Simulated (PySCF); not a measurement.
# Al: ionisation energy

Al [Ne] 3s2 3p1 (2P) → Al+ [Ne] 3s2 (1S), as a difference of total energies. Calculation: PySCF 2.14, in dyall-av3z (19s12p3d2f, 84 functions); no relativity, point nucleus. Correlated levels: valence: [Ne] frozen; virtual orbitals above 40 to 60 times the deepest correlated orbital energy dropped. The calculations carry no spin-orbit coupling.

```tsv
method	ionisation energy (eV)	error (eV)
UHF	5.607	-0.370
MP2 (valence)	5.834	-0.143
SCS-MP2 (valence)	5.818	-0.159
CCSD (valence)	5.922	-0.055
CCSD(T) (valence)	5.956	-0.021
```

Reference: 5.977 eV (measured; NIST levels, between the centres of gravity of the two terms).

Errors of the correlated levels include the incompleteness of this basis and the frozen core.
